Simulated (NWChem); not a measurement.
silicon monoxide (SiO, singlet); SMILES O=[Si]

```xyz
2

Si     0.0000     0.0000     0.5487
O      0.0000     0.0000    -0.9601
```
Atoms are numbered in this order, from 1.

Results from NWChem. Pople sets run with spherical d functions. Low-valent species are run as closed-shell singlets; no triplet was tried in these runs. All runs use the structure optimised with PBE0-D3(BJ)/def2-TZVP. Vertical excitations in the gas phase; the lowest state need not have the same character in each row.

| level | lowest excitation, singlet (eV) | lowest state with f > 0.02, singlet (eV) | lowest triplet (eV) | orbital gap (eV) |
|---|---|---|---|---|
| PBE/6-31+G*, full TDDFT | 5.29 | 5.29 | 3.87 | 4.67 |
| B3LYP/6-31+G*, full TDDFT | 5.39 | 5.47 | 4.03 | 6.42 |
| LRC-wPBEh/6-31+G*, full TDDFT | 5.54 | 5.57 | 3.89 | ___ |
| CAM-B3LYP/6-31+G*, full TDDFT | 5.53 | 5.61 | 4.06 | 9.28 |

Question: What belongs in the gaps?

Answer: 
- LRC-wPBEh/6-31+G*, full TDDFT, orbital gap (eV): 10.37
